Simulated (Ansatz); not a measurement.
# One shape, several levels: the pair HS2···H

Aim: a comparison of 6 runs (BLYP/STO-3G, SVWN5/STO-3G, UPBE/STO-3G, r2SCAN/STO-3G, CCSDT/STO-3G, CCSDTQ/STO-3G) of the pair HS2···H. 

The results are computed with Ansatz 0.2.0.

29 further runs of the same task are left out: 29 set aside as unsound or not needed.

## (1) The structure to begin with

H2S2: 4 atoms, total charge 0, spin state singlet. The H4–S2 distance was set to 2.680 Å, away from the relaxed value.

Bond lengths: S1–S2 2.045 Å, S1–H3 1.340 Å. Angles: S2–S1–H3 98.1°.

## (2) A single-point energy at BLYP/STO-3G (run 1)

File in.yaml:

```yaml
crystal:
  periodic: [false, false, false]
  atoms:
    - {symbol: S, position_ang: [-0.992898, 0.333517, -1.766247]}
    - {symbol: S, position_ang: [-0.988028, 1.562847, -0.131627]}
    - {symbol: H, position_ang: [0.141362, 0.767487, -2.332037]}
    - {symbol: H, position_ang: [0.143010, -0.127830, 1.612990]}
basis:
  gaussian: {orbitals: STO-3G}
hamiltonian: {xc: {name: BLYP}}
accuracy: high
```

Command:

```console
$ ansatz run in.yaml --threads 1 --pin off --max-ram 2610MiB --events-out events.jsonl --progress --plain --runs-dir runs
```

Standard output:

```text
Warning: RAYON_NUM_THREADS=1 ignored (pool sized by the plan → 1); use --threads N
Functional definition: BLYP
  name "BLYP"
  parameter beta = 0.0042
  parameter a = 0.04918
  parameter b = 0.132
  parameter c = 0.2533
  parameter d = 0.349
  exchange = b88_x(beta = beta)
  correlation = lyp_c(a = a, b = b, c = c, d = d)
341 factors; integrals over basis functions are off by at most 1.4e-8 eV
mean field evaluation 1: about -21448.1253 eV, gradient 2.4e1 eV
mean field evaluation 2: about -21441.4336 eV, gradient 2.6e1 eV
mean field evaluation 4: about -21455.8210 eV, gradient 3.2e0 eV
mean field evaluation 8: about -21455.8207 eV, gradient 3.2e0 eV
mean field evaluation 16: about -21455.8524 eV, gradient 2.5e-8 eV
mean field -21455.85242359 eV, -788.4880332678 hartree, gradient 2.5e-8 eV, S^2 0.000000; 1 other end points of the search recorded, 0 dependent functions left out
reference -21455.85245995 eV, -788.4880346040 hartree; 17, 17 occupied and 3, 3 virtual orbitals, 341 factors
Total energy: -21455.85245995 eV, -788.4880346040 hartree
```

It took 1.3 s on 1 thread of Arm Neoverse V1, shared host.

## (3) A single-point energy at SVWN5/STO-3G (run 2)

in.yaml, as its differences from that of step 2:

```diff
@@ -8,4 +8,6 @@
 basis:
-  gaussian: {orbitals: STO-3G}
-hamiltonian: {xc: {name: BLYP}}
+  gaussian:
+    orbitals: STO-3G
+hamiltonian:
+  xc: {name: SVWN5}
 accuracy: high
```

Command:

```console
$ ansatz run in.yaml --threads 1 --pin off --max-ram 2610MiB --events-out events.jsonl --progress --plain --runs-dir runs
```

Standard output:

```text
Warning: RAYON_NUM_THREADS=1 ignored (pool sized by the plan → 1); use --threads N
Functional definition: SVWN5
  name "SVWN5"
  exchange = slater_x
  correlation = vwn5_c
341 factors; integrals over basis functions are off by at most 1.4e-8 eV
mean field evaluation 1: about -21374.2684 eV, gradient 2.4e1 eV
mean field evaluation 2: about -21367.8201 eV, gradient 2.3e1 eV
mean field evaluation 4: about -21380.1944 eV, gradient 1.0e1 eV
mean field evaluation 8: about -21380.1941 eV, gradient 1.0e1 eV
mean field evaluation 16: about -21380.7656 eV, gradient 1.1e-7 eV
mean field -21380.76555089 eV, -785.7286415918 hartree, gradient 1.0e-8 eV, S^2 0.000000; 1 other end points of the search recorded, 0 dependent functions left out
reference -21380.76555254 eV, -785.7286416524 hartree; 17, 17 occupied and 3, 3 virtual orbitals, 341 factors
Total energy: -21380.76555254 eV, -785.7286416524 hartree
```

Wall time 0.85 s (1 thread of Arm Neoverse V1, shared host).

Runs 3 to 5 aren't shown in full; the table further down has their settings and results.

## (4) A single-point energy at CCSDTQ/STO-3G (run 6)

File job.yaml:

```yaml
crystal:
  periodic: [false, false, false]
  atoms:
    - {symbol: S, position_ang: [-0.992898, 0.333517, -1.766247]}
    - {symbol: S, position_ang: [-0.988028, 1.562847, -0.131627]}
    - {symbol: H, position_ang: [0.141362, 0.767487, -2.332037]}
    - {symbol: H, position_ang: [0.143010, -0.127830, 1.612990]}
basis:
  gaussian:
    orbitals: STO-3G
correlation:
  method: ccsdtq
  frozen_orbitals: {H: 0, S: 5}
accuracy: high
scf:
  omitted_lower_state_checks: [cluster_reference, increment]
```

Command:

```console
$ ansatz run job.yaml --threads 1 --pin off --max-ram 2610MiB --events-out events.jsonl --progress --plain --runs-dir runs
```

Standard output:

```text
Warning: RAYON_NUM_THREADS=1 ignored (pool sized by the plan → 1); use --threads N
[... 12 lines left out ...]
10 core orbitals not correlated: weight in the atoms' cores, before any rotation towards them, 1.000 or more for the frozen orbitals, at most 0.000 for the correlated occupied ones
[... 39 lines left out ...]
WARN: these amplitudes may be one of several solutions (largest doubles amplitude 0.68, level shift 8.71 eV)
Total energy: -21427.14941432 eV, -787.4332171326 hartree
Checks for a lower state left out: cluster_reference, increment
```

It took 2.7 s on 1 thread of Arm Neoverse V1, shared host; peak memory 0.097 GiB.

## (5) The series

```tsv
run	level	frozen core orbitals	energy (Eh)	wall time
1	BLYP/STO-3G	–	-788.488035	1.3 s
2	SVWN5/STO-3G	–	-785.728642	0.85 s
3	UPBE/STO-3G	–	-788.213863	3.9 s
4	r2SCAN/STO-3G	–	-788.524712	3.3 s
5	CCSDT/STO-3G	10	-787.432706	0.28 s
6	CCSDTQ/STO-3G	10	-787.433217	2.7 s
```

## (6) What came out

| quantity | value |
| --- | --- |
| run 6: total energy | -787.43322 Eh |
| run 6: correlation energy (10 core orbitals frozen) | -211.7 mEh |
| run 6: T1 diagnostic | 0.019 |

**Reading.** Totals of different functionals can't be ranked against each other. In runs 5, 6 the log says that unrestricted orbitals would lower the reference, so the values rest on an unstable closed-shell determinant (other closed-shell runs at this shape may share the fault). In runs 1, 2, 3, 4, 5, 6 the basis is minimal, so the values are rough. In runs 1, 2, 4 a closed-shell determinant meets a far-stretched bond, which it describes badly. Spin contamination of the reference: run 3 ⟨S²⟩ = 0.86. Where it is this large, the reference is a mixture of spin states, and values that rest on it are in doubt. All runs together took 12 s, the longest 3.9 s.
